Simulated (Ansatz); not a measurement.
A nudged elastic band was laid between two geometries of H$_{5}$S$_{2}$Si (8 atoms, charge 1, multiplicity 1).

Theory: RKS PBE-D4/6-31G* (Ansatz).

```
movable images  : 5
climbing image  : yes
spring          : 5.0 eV/Å²
optimiser       : quadratic models (default)
start path      : through a guess of the saddle point
force threshold : 0.05 eV/Å
iteration limit : 60
end points      : relaxed
```

Image 0:

```xyz
8
Properties=species:S:1:pos:R:3
Si -0.874 1.184 -0.578
S 0.233 0.239 1.126
S 0.950 -1.523 0.211
H -1.967 0.255 -0.982
H 0.110 1.458 -1.662
H -1.326 2.389 0.174
H 2.269 -1.521 0.585
H 0.604 -2.482 1.127
```

Image 6:

```xyz
8
Properties=species:S:1:pos:R:3
Si -0.831 1.007 -0.500
S 0.541 -0.185 0.915
S 1.221 -1.768 -0.304
H -1.663 -0.031 -1.166
H 0.193 1.669 -1.346
H -1.533 1.865 0.493
H 2.477 -1.747 0.226
H -0.405 -0.809 1.683
```

(1) What changes between the two ends?

(2) Give the energies along the band, and the barrier.

(3) What is the geometry of the highest image?

(4) What are the harmonic wavenumbers there?

The band took 9 iterations and of the order of 120 core-seconds.

Results:

(1) Bonds broken: S3–H8. Bonds formed: S2–H8.

(2) The run converged. The highest image is number 3 of 0 to 6, 1.13 eV above the first end and 1.32 eV above the last; the last end lies 0.19 eV below the first. A vibrational analysis at the climbing image gives one clearly imaginary mode, 1036i cm⁻¹: a first-order saddle point. The orbitals stay closed-shell, which can raise the energy where a bond breaks towards radicals; this wasn't checked here. Limits of this set-up: the dipole of an ion depends on the origin.

| image | path coordinate (Å) | energy (eV) | S3–H8 (Å) | S2–H8 (Å) |
| --- | --- | --- | --- | --- |
| 0 | 0.00 | 0.00 | 1.37 | 2.75 |
| 1 | 0.63 | 0.02 | 1.37 | 2.75 |
| 2 | 1.26 | 0.40 | 1.36 | 2.35 |
| 3 | 1.88 | 1.13 | 1.59 | 1.63 |
| 4 | 2.48 | 0.31 | 2.28 | 1.36 |
| 5 | 3.08 | -0.16 | 2.73 | 1.37 |
| 6 | 3.68 | -0.19 | 2.74 | 1.37 |

(3) 
```xyz
8
Properties=species:S:1:pos:R:3
Si -0.861 1.104 -0.490
S 0.543 0.145 1.005
S 1.221 -1.649 -0.157
H -1.825 0.041 -0.888
H 0.018 1.591 -1.585
H -1.403 2.151 0.420
H 2.198 -1.962 0.746
H 0.108 -1.421 0.949
```

(4) 1036i, 97, 120, 231, 383, 414, 570, 574, 814, 839, 863, 893, 979, 1675, 2233, 2275, 2284, 2590 cm⁻¹.

Time of the run: 120 s on 1 thread of Intel(R) Xeon(R) Platinum 8259CL CPU @ 2.50GHz (Skylake/Cascade Lake) (shared host), peak memory 0.14 GiB.
